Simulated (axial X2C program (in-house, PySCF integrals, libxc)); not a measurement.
**PS⁻: properties at the nuclei**

Computed with an axial X2C code built on PySCF integrals: two-component X2C with atomic mean-field Coulomb and Gaunt terms, Gaussian nuclei, basis S dyall-av3z, P dyall-av3z with contracted cores.

R = 2.007 Å (near the PBE0 minimum at charge -1 of the determinant lowest at the starting distance; the state shown can have its own minimum elsewhere).

Input and command:
```json
{"zs": [16, 15], "q": -1, "bas": ["dyall-av3z", "dyall-av3z"], "r0": 1.96, "levels": ["PBE0", "HF", "TPSSh", "BP86", "r2SCAN"], "nst": 3}
```
```bash
python soeom.py task.json out
```

Keys: zs atomic numbers; q charge; bas basis sets; r0 starting distance in Å; levels methods; nst determinants followed.

Determinant lowest in the PBE0 search, Ω = 1 (⟨Sz⟩ = 1.00, ⟨Lz⟩ = 0.00 at PBE0), spin on the atoms S 0.23, P 0.77:

| level | Eeff magnitude (GV/cm) | Ws magnitude S (kHz) | Ws magnitude P (kHz) | A∥/gI S (MHz) | qzz S (a.u.) | A∥/gI P (MHz) | qzz P (a.u.) |
| --- | --- | --- | --- | --- | --- | --- | --- |
| PBE0 | 0.0165 | 0.00284 | 0.00918 | -58.1 | 1.06 | -119 | 0.08 |
| HF | 0.0364 | 0.00674 | 0.0206 | -8.98 | 1.32 | -62 | -0.17 |
| TPSSh | 0.0137 | 0.00414 | 0.00936 | -47.2 | 1.05 | -87.3 | 0.14 |
| BP86 | 0.0109 | 0.00156 | 0.00581 | -68.4 | 0.97 | -114 | 0.15 |
| r2SCAN | 0.0126 | 0.00701 | 0.0118 | -34.5 | 1.02 | -64.2 | 0.14 |

Determinant 0.62 eV from it at PBE0 and this distance, Ω = 0 (closed shell), highest spinor 51% P p, 22% S p, 12% S d:

| level | qzz S (a.u.) | qzz P (a.u.) |
| --- | --- | --- |
| PBE0 | 0.90 | 0.12 |
| HF | 1.10 | -0.17 |
| TPSSh | 0.88 | 0.19 |
| BP86 | 0.84 | 0.18 |
| r2SCAN | 0.85 | 0.19 |

Eeff is the effective electric field on the electron electric dipole moment in this Ω state and Ws the scalar–pseudoscalar constant of the nucleus named (defined with the proton number Z and per Ω); A∥ (defined per Ω) follows by multiplying with gI = μI/(I μN); qzz is the electric field gradient, eQq0 = 234.96 MHz × Q/barn × qzz. The operators were transformed with the bare-nucleus X2C matrices; with these basis sets, hyperfine constants and field gradients can be off by tens of per cent, and where levels differ in sign neither size nor sign is settled.

With Q(33S) = -0.0694 barn, gI(31P) = 2.2632 (g factors from the IAEA table of nuclear moments by Stone; Q from Pyykkö, Mol. Phys. 2018), turn the PBE0 values of the first state into constants in MHz.

eQq0(33S) = 234.96 × (-0.0694) × (1.06) = -17.3 MHz; A∥(31P) = -119 × 2.2632 = -269 MHz.

Each state is one determinant with collinear spin, which with several unpaired electrons need not be a pure state. Unrestricted Hartree–Fock can overshoot spin polarisation at the nuclei. For an anion, determinants above electron detachment, or with a positive highest level, are held by the basis set. A closed determinant beside an open π² or δ² triplet, such as (π1/2)², mixes with its partner pair into the 0⁺ component of the triplet and ¹Σ⁺, so its energy is not that of a level, and 0⁺ can lie lowest. With several open shells hyperfine constants can be off by a factor of several. Where Eeff spreads by more than a factor of two the levels disagree and none is to be relied on. Open-shell Ω = 0 determinants with evenly filled partner blocks cannot be reached by this program, so the Ω shown need not be the lowest component. The search compared states at one distance, so a state with another bond length can lie lower. Further determinants of the search, some of them spin-mixed, are not shown. Where a field gradient or hyperfine factor spreads by more than a factor of two over the levels, a constant derived from it is not to be relied on. PBE0 term energies can be off by some tenths of an eV.
